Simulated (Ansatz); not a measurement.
bcc Ta was calculated with PBE+SOC (Ansatz, a quantum-chemistry and plane-wave program, PAW).

Numerical settings: plane-wave cutoff 520 eV, 24×24×24 k mesh, Fermi–Dirac smearing 0.05 eV, PAW data made under PBE.

Cell (relaxed at this level):

```cif
data_Ta2
_chemical_formula_sum 'Ta2'
_space_group_name_H-M_alt 'Im-3m'
_space_group_IT_number 229
_space_group_name_Hall '-I 4 2 3'
_cell_length_a 3.31879
_cell_length_b 3.31879
_cell_length_c 3.31879
_cell_angle_alpha 90.000
_cell_angle_beta 90.000
_cell_angle_gamma 90.000
loop_
_atom_site_label
_atom_site_type_symbol
_atom_site_symmetry_multiplicity
_atom_site_Wyckoff_symbol
_atom_site_fract_x
_atom_site_fract_y
_atom_site_fract_z
_atom_site_occupancy
Ta1 Ta 2 a 0.00000 0.00000 0.00000 1
```
(The calculation used a cell of 1 atom; values per cell refer to that cell.)

Q: What does this level give for the bulk modulus and pressure derivative B′ of the bulk modulus?

A: 
- bulk modulus = 193 GPa
- pressure derivative B′ of the bulk modulus = 3.9

The run finds no gap.

Measured, for comparison: bulk modulus 198 GPa (corrected for temperature and zero-point phonon effects, our sources range from 194 to 203; as tabulated in Levämäki et al. (2014), arXiv:1402.3671). Computed (rounded) less measured: bulk modulus -3 % (-0.5 % to -5 % over the range).

Static lattice: no zero-point or thermal effects.

Cost on a shared machine: around 5 core-minutes (rough).
